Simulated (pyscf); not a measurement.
One four-centre exchange on the singlet surface with elements of a group swapped. CCSD(T)/def2-TZVPP + ΔMP2(QZVPP), kcal/mol, from the separated reactants. Structures and frequencies: ωB97X-D3(BJ)/def2-SVP in PySCF. MP2 and CC: frozen core, UHF for open shells. ΔMP2 is the change of the MP2 total energy from the triple- to the quadruple-zeta basis.

| step | barrier | reaction energy | imaginary mode (i cm⁻¹) |
|---|---|---|---|
| CH₄ + Cl–ZnH -> H₃C–ZnH + HCl | (withheld) | (withheld) | 977 |
| CH₄ + F–ZnH -> H₃C–ZnH + HF | 33.1 | +24.3 | 1028 |

Task: What belongs in the gaps?

Result: 
- CH₄ + Cl–ZnH -> H₃C–ZnH + HCl, barrier: 46.9
- CH₄ + Cl–ZnH -> H₃C–ZnH + HCl, reaction energy: +38.5

Each row is the saddle that its search found. The CCSD(T) − MP2 part came from Ansatz, without density fitting, on the same reference. The frozen core leaves the outer d or s,p core shells of the metals and heavy elements correlated in the MP2 and CC values, and def2-TZVPP describes them poorly, which can shift differences by a few kcal/mol. Elements up to Kr have no core potential and no relativistic terms here.
